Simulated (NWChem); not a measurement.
System: ammonia (NH3); SMILES N

```xyz
4

N      0.0000     0.0000     0.1389
H      0.6618     0.6618    -0.2664
H      0.2422    -0.9040    -0.2664
H     -0.9040     0.2422    -0.2664
```
Atoms are numbered in this order, from 1.

Level: PBE0/def2-SVP (NWChem), optimised geometry, unscaled harmonic frequencies. 

| frequency (cm⁻¹) | IR intensity (km/mol) |
|---|---|
| 1059 | 131.0 |
| 1657 | 10.8 |
| 1657 | 10.8 |
| 3497 | 0.0 |
| 3628 | 0.9 |
| 3628 | 0.9 |

The zero-point energy is 21.6 kcal/mol. The thermal correction to the enthalpy at 298.15 K (with zero-point energy) comes out as 24.0 kcal/mol, the heat capacity Cv is 6.4 cal/(mol K) and the entropy at 298.15 K and 1 atm (symmetry number 3) is 46.0 cal/(mol K). The dipole moment is 1.79 D.

Rigid rotor and harmonic oscillator.
